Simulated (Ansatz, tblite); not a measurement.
# Be(NH2)2 (BeN2H4): rung by rung

How do method and basis change the picture of Be(NH2)2 (BeN2H4) (singlet)?

Method: as each input shows; program: Ansatz 0.2.0, Gaussian basis.

Levels to be run: GFN1-xTB, GFN2-xTB, PBE-D4/def2-TZVP, r2SCAN-D4/def2-TZVP, B97M-V/def2-TZVP, LDA/def2-TZVP, ωB97M-V/def2-TZVP, HF/def2-TZVP, BHLYP-D4/def2-TZVP, PBE-QIDH/def2-TZVP, BLYP-D4/def2-TZVP, PBE-D4/def2-SVP, PBE0-D4/def2-SVP, HF/STO-3G, HF/6-31G, B3LYP-D4/6-31G, PBE0-D4/def2-TZVPD, PBE-D4/def2-TZVPD, r2SCAN-D4/def2-TZVPD, CCSD(T)/def2-TZVPP, MP2/def2-TZVP, RPA/def2-TZVP, CCSD(T)/def2-TZVPD.

### Step 1. The geometry

The singlet was relaxed beforehand with r2SCAN-D4/def2-TZVP.

7 atoms, charge 0, spin multiplicity 1.

Bond lengths: Be1–N2 1.511 Å, Be1–N5 1.511 Å, N2–H3 1.007 Å, N2–H4 1.007 Å, N5–H6 1.007 Å, N5–H7 1.007 Å. Angles: N2–Be1–N5 180.0°, Be1–N2–H3 125.3°, Be1–N2–H4 125.3°, H3–N2–H4 109.5°, Be1–N5–H6 125.3°, Be1–N5–H7 125.2°, H6–N5–H7 109.5°.

PBE0-D4/def2-TZVP was run before; its log isn't repeated, and its numbers join the tables.

### Step 2. GFN1-xTB

Tight binding, by tblite at 300 K electronic temperature and without a spin-polarisation term:

```python
tblite.interface.Calculator('GFN1-xTB', numbers, positions, charge=0, uhf=0).singlepoint()
```

Energy -254.4093 eV, HOMO -10.09 eV, LUMO -3.72 eV; 0.01 s.

### Step 3. GFN2-xTB

Tight binding, by tblite at 300 K electronic temperature and without a spin-polarisation term:

```python
tblite.interface.Calculator('GFN2-xTB', numbers, positions, charge=0, uhf=0).singlepoint()
```

Energy -232.9104 eV, HOMO -9.57 eV, LUMO -2.68 eV; 0.002 s.

### Step 4. PBE-D4/def2-TZVP

start.molden holds the orbitals of an earlier run on this state, given as this run's starting guess.

in.yaml

```yaml
crystal:
  periodic: [false, false, false]
  atoms:
    - {symbol: Be, position_ang: [0.000570, -0.000189, 0.000007]}
    - {symbol: N, position_ang: [0.001013, -0.013616, 1.511392]}
    - {symbol: H, position_ang: [0.074015, 0.800367, 2.099982]}
    - {symbol: H, position_ang: [-0.072556, -0.837718, 2.085630]}
    - {symbol: N, position_ang: [-0.000549, 0.013454, -1.511382]}
    - {symbol: H, position_ang: [0.817939, -0.053601, -2.094445]}
    - {symbol: H, position_ang: [-0.820432, 0.091314, -2.091185]}
basis:
  gaussian: {orbitals: def2-TZVP, initial_orbitals: start.molden}
hamiltonian: {xc: pbe, dispersion: d4}
scf: {omitted_lower_state_checks: [starts]}
output: {forces: true, orbitals: {seedname: orbitals}}
```

On the command line:

```
$ ansatz run in.yaml --threads 4 --pin off --events-out ev --progress --plain --max-ram 3916MiB
```

Further steps of the session: r2SCAN-D4/def2-TZVP; B97M-V/def2-TZVP; LDA/def2-TZVP; ωB97M-V/def2-TZVP; HF/def2-TZVP; BHLYP-D4/def2-TZVP; PBE-QIDH/def2-TZVP; BLYP-D4/def2-TZVP; PBE-D4/def2-SVP; PBE0-D4/def2-SVP; HF/STO-3G; HF/6-31G; B3LYP-D4/6-31G; PBE0-D4/def2-TZVPD; PBE-D4/def2-TZVPD; r2SCAN-D4/def2-TZVPD; CCSD(T)/def2-TZVPP; MP2/def2-TZVP; RPA/def2-TZVP; CCSD(T)/def2-TZVPD.

Q: Predict the results of all the runs planned. Wanted: gap in def2-TZVP, named functionals and Hartree-Fock, smallest and largest; correlation energy, CCSD(T)/def2-TZVPP; correlation energy, MP2/def2-TZVP; correlation energy, CCSD(T)/def2-TZVPD; binding an atom, CCSD(T)/def2-TZVPP; PBE0 total energy, smallest basis above largest.

**Answer**, as computed:

| quantity | value |
| --- | --- |
| gap in def2-TZVP, named functionals and Hartree-Fock, smallest and largest | 4.73 eV (BLYP-D4), 11.87 eV (HF) |
| correlation energy, CCSD(T)/def2-TZVPP | -14.92 eV |
| correlation energy, MP2/def2-TZVP | -13.50 eV |
| correlation energy, CCSD(T)/def2-TZVPD | -14.75 eV |
| binding an atom, CCSD(T)/def2-TZVPP | 3.358 eV |
| PBE0 total energy, smallest basis above largest | 4.14 eV (def2-SVP, def2-TZVPD) |

In words: Over the named functionals and Hartree-Fock in def2-TZVP the gap runs from 4.73 eV (BLYP-D4) to 11.87 eV (HF); exact exchange widens it. A small miss in a minimal or small basis is a cancelling of errors, not accuracy. The functionals in def2-TZVP miss CCSD(T)/def2-TZVPP by +0.059 (BHLYP-D4) to +0.644 eV (LDA) an atom. CCSD(T)/def2-TZVPP isn't at the basis-set limit; small misses against it rank nothing.
